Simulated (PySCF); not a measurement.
Predicted microwave data (PySCF 2.14.0, PBE0-D3(BJ)/def2-TZVP geometry optimisation, gas phase) for one isomer of C4H7N:

| Quantity | Value |
| --- | --- |
| Rotational constants | A = 10366, B = 3494, C = 2877 MHz |
| Dipole components | \|μa\| = 3.23 D, \|μb\| = 2.27 D, \|μc\| = 0.46 D |
| Inertial defect | -17.74 u·Å² |
| κ | -0.84 |

Question: Which structure is it? (One computed conformer of each.)
A. 1-pyrroline, `C1CC=NC1`
B. `[CH3:1][CH2:2][CH2:3][C:4]#[N:5]` with C1–C2–C3–C4 -62°
C. isopropyl isocyanide (`[N+](#[C-])C(C)C`)
D. `[CH:1]#[C:2][CH2:3][NH:4][CH3:5]` with C2–C3–N4–C5 61° (N-methyl propargyl amine)
E. `[C-:1]#[N+:2][CH2:3][CH2:4][CH3:5]` with N2–C3–C4–C5 -61°

Answer: E. It is [C-]#[N+]CCC, an asymmetric top, point group C1. The candidates at the same level (rigid rotor, commonest isotopes):

| SMILES | A (MHz) | B (MHz) | C (MHz) | μa (D) | μb (D) | μc (D) | Δ (u·Å²) | point group | rotor |
| --- | --- | --- | --- | --- | --- | --- | --- | --- | --- |
| CCCC#N | 10227 | 3277 | 2722 | 3.43 | 2.20 | 0.46 | -17.99 | C1 | asymmetric top |
| C#CCNC | 10944 | 3280 | 2757 | 0.14 | 0.42 | 0.34 | -16.99 | C1 | asymmetric top |
| C1=NCCC1 | 7819 | 7469 | 4114 | 2.17 | 0.18 | 0.07 | -9.45 | near Cs | asymmetric top |
| [C-]#[N+]CCC | 10366 | 3494 | 2877 | 3.23 | 2.27 | 0.46 | -17.74 | C1 | asymmetric top |
| [C-]#[N+]C(C)C | 8038 | 4357 | 3119 | 3.99 | 0.00 | 0.72 | -16.85 | Cs | asymmetric top |

`CCCC#N` has B 6 % too low; `C#CCNC` has B 6 % too low; `[C-]#[N+]C(C)C` has B 25 % too high; `C1=NCCC1` has B 114 % too high. No structure here is proved a minimum.
